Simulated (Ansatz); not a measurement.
A made-up structure of CH₂Li (charge +1), closed shell:

```
4
angstrom
Li 1.7104 0.1143 1.2848
C -0.1751 -0.0117 -0.1316
H -0.9417 0.9059 -0.4299
H -0.5935 -1.0085 -0.7233
```

It is relaxed with PBE-D4/def2-SVP and then PBE0-D4/def2-TZVP (Ansatz 0.2.0). Atoms count as bonded within 1.22 times the sum of their covalent radii (H–H: 0.88 Å). The end point is not checked to be a true minimum.

(1) Does its bonding change? (Judge from chemistry; the calculation decides.)

## Answers

(1) The calculation gives: No: no bond forms or breaks.

Where it ends: The first stage lowers the energy by 0.40 eV in 4 steps. It ends as CH₂Li ([Li][CH2]), total charge +1:
```
4
angstrom
Li 1.5269 0.1019 1.1476
C -0.1564 -0.0104 -0.1175
H -0.8408 0.8089 -0.3841
H -0.5298 -0.9003 -0.6460
```

Labels in which every atom is bracketed show which atoms are joined, not bond orders.

For scale, one of the runs: PBE0-D4/def2-TZVP relaxation, 57 basis functions, launched by `ansatz run in.yaml --threads 2 --pin off --events-out ev --progress --plain --max-ram 4352MiB`. Hardware: 2 CPU threads of an Arm Neoverse V2, shared host. Wall time about 2 s.
